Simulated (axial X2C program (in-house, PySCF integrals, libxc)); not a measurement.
**Linear SiOH⁻ at several levels**

Aim: the two bond lengths and stretching wavenumbers of linear SiOH⁻, with and without spin–orbit coupling, at PBE0, HF, BHandHLYP, MP2.

Program: an in-house X2C program for linear molecules on PySCF integrals. Level of theory: all-electron X2C, two-component (2c) or spin-free, Si dyall-v3z, O dyall-av3z, H dyall-v3z. These are calculated values, not measurements.

All values are calculated.

2 further runs of the same task are left out: 2 set aside as unsound or not needed.

## (1) The job

The input, task.json:

```json
{"zs": [14, 8, 1], "q": -1, "bas": ["dyall-v3z", "dyall-av3z", "dyall-v3z"], "r0": [1.79, 0.96], "symm": 0, "scan": ["PBE0", "HF", "BHandHLYP"], "levels": ["PBE0", "HF", "LDA"], "nst": 2}
```

Keys: zs atomic numbers; q charge; bas basis sets; r0 starting distance in Å; symm equal bonds; scan levels of the two-bond scan (MP2 follows by itself at each HF point); levels methods; nst determinants followed.

On the command line:

```console
$ python solin.py task.json out
```

Masses Si 27.977, O 15.995, H 1.008 u.

## (2) Scan at PBE0, 2c

State: Ω = 1 (beyond evenly filled blocks: ω = -1/2, ω = 3/2). Energies above the lowest point, from the job's result record:

```
r(Si–O) (Å)  r(O–H) (Å)  E (meV)
     1.6780      0.9223    31.14
     1.6780      0.9460    16.78
     1.6780      0.9696    34.59
     1.7210      0.9223    15.30
     1.7210      0.9460     0.00
     1.7210      0.9696    16.88
     1.7210      0.9933    61.11
     1.7640      0.9223    33.03
     1.7640      0.9460    16.79
     1.7640      0.9696    32.74
     1.8071      0.9460    59.55
     1.8071      0.9933   116.98
```

A quadratic surface with cubic terms in each bond gives the minimum at 1.719 and 0.945 Å, force constants 2.94, 9.29 and coupling -0.15 mdyn/Å.

## (3) Scan at HF, 2c

State: Ω = 1 (beyond evenly filled blocks: ω = -1/2, ω = 3/2). Energies above the lowest point, from the job's result record:

```
r(Si–O) (Å)  r(O–H) (Å)  E (meV)
     1.6780      0.9223     2.73
     1.6780      0.9460    14.55
     1.6780      0.9696    58.92
     1.7210      0.9223     0.00
     1.7210      0.9460    10.70
     1.7210      0.9696    53.94
     1.7210      0.9933   125.08
     1.7640      0.9223    29.27
     1.7640      0.9460    38.84
     1.7640      0.9696    80.93
     1.8071      0.9460    91.26
     1.8071      0.9933   201.00
```

A quadratic surface with cubic terms in each bond gives the minimum at 1.703 and 0.927 Å, force constants 3.06, 10.5 and coupling -0.18 mdyn/Å.

## (4) Scan at BHandHLYP, 2c

State: Ω = 1 (beyond evenly filled blocks: ω = -1/2, ω = 3/2). Energies above the lowest point, from the job's result record:

```
r(Si–O) (Å)  r(O–H) (Å)  E (meV)
     1.6780      0.9223    13.61
     1.6780      0.9460    10.97
     1.6780      0.9696    40.35
     1.7210      0.9223     3.65
     1.7210      0.9460     0.00
     1.7210      0.9696    28.38
     1.7210      0.9933    84.09
     1.7640      0.9223    26.33
     1.7640      0.9460    21.68
     1.7640      0.9696    49.06
     1.8071      0.9460    68.39
     1.8071      0.9933   148.48
```

A quadratic surface with cubic terms in each bond gives the minimum at 1.712 and 0.936 Å, force constants 2.97, 9.76 and coupling -0.16 mdyn/Å.

## (5) The levels side by side

| level | r(Si–O) (Å) | r(O–H) (Å) | lower stretch (cm⁻¹) | upper stretch (cm⁻¹) |
| --- | --- | --- | --- | --- |
| PBE0, 2c | 1.719 | 0.945 | 685.1 | 4085.4 |
| HF, 2c | 1.703 | 0.927 | 699.4 | 4344.8 |
| BHandHLYP, 2c | 1.712 | 0.936 | 689.0 | 4187.3 |
| MP2, 2c | 1.739 | 0.948 | 654.8 | 4052.4 |
| PBE0, spin-free | 1.719 | 0.945 | 685.1 | 4085.4 |
| HF, spin-free | 1.703 | 0.927 | 699.3 | 4344.9 |
| BHandHLYP, spin-free | 1.712 | 0.936 | 689.0 | 4187.2 |
| MP2, spin-free | 1.739 | 0.948 | 654.7 | 4052.4 |

Scans not shown above were run alike.

In words: Over the levels the Si–O bond spans 1.703 to 1.739 Å and the O–H bond 0.927 to 0.948 Å. At PBE0 spin–orbit coupling leaves both bonds unchanged to 0.001 Å. Each state is one determinant, the lowest of a limited PBE0 search; the stretches come from a fit to few points and are good to some per cent at best. MP2 freezes inner shells (threshold -2 hartree). For an anion the highest level of a functional can be positive, and the basis then holds the extra electron. The molecule was held linear; bending was not examined, so a bent shape may lie lower. Open-shell Ω = 0 determinants with evenly filled partner blocks cannot be reached by this program, so the Ω shown need not be the lowest component. Note: several unpaired electrons, one determinant need not be a pure state.
